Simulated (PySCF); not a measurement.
An unknown is described by computed data only.

Formula: C3H3ClN2.

* NMR, other nuclei: isotropic shieldings of nuclei other than C and H, by class: -68 (1 N), 52 (1 N), 784 (1 Cl) ppm [GIAO PBE0/pcSseg-1]
* Dipole: 3.73 D [PBE0/def2-SVPD]
* 13C NMR: chemical shifts (computed TMS as zero) by class: 151.0 (1 C), 132.0 (1 C), 111.7 (1 C) ppm [GIAO PBE0/pcSseg-1]
* Polarisability: 60.0 au [PBE0/def2-SVPD]
* Rotational structure: rotational constants A, B, C: 9.595, 2.132, 1.745 GHz [GFN2-xTB]
* Triplet: lowest triplet excitation (Tamm–Dancoff): 4.64 eV [TDA PBE0/def2-SVPD]

The electronic properties come from PySCF, for the isolated species, density fitting. Levels stand in brackets. Geometry: GFN2-xTB; no solvent, vibrations or thermal averaging. NMR classes are plain means over equivalent atoms (diastereotopic ones count apart unless rotation or inversion swaps them), as if these changed places fast.

Question: Propose a structure and show how it fits.

Answer: Numbering: `[Cl:1][c:2]1[cH:3][cH:4][nH:5][n:6]1`. Its formula, C3H3ClN2, gives 3 degrees of unsaturation: 1 ring and 2 π bonds in the structure found (Kekulé form). 3 carbons fall into 3 classes; from least to most shielded: aromatic C–Cl carbon [C2] (151.0 ppm), aromatic CH next to a ring nitrogen [C4] (132.0 ppm), aromatic CH carbon [C3] (111.7 ppm). The other shieldings belong to: -68 ppm, pyridine-type nitrogen [N6]; 52 ppm, pyrrole-type nitrogen [N5]; 784 ppm, aryl chlorine [Cl1]. The optimised geometry has point group Cs and is an asymmetric top. Structure: `Clc1n[nH]cc1`. Computed isomers that give other values at the same levels: `Clc1c[nH]cn1` (13C chemical shifts (computed TMS as zero) by class: 142.7 (1 C), 134.4 (1 C), 116.0 (1 C) ppm). The assignments are read from this structure; whether some other isomer fits the data as well wasn't checked.
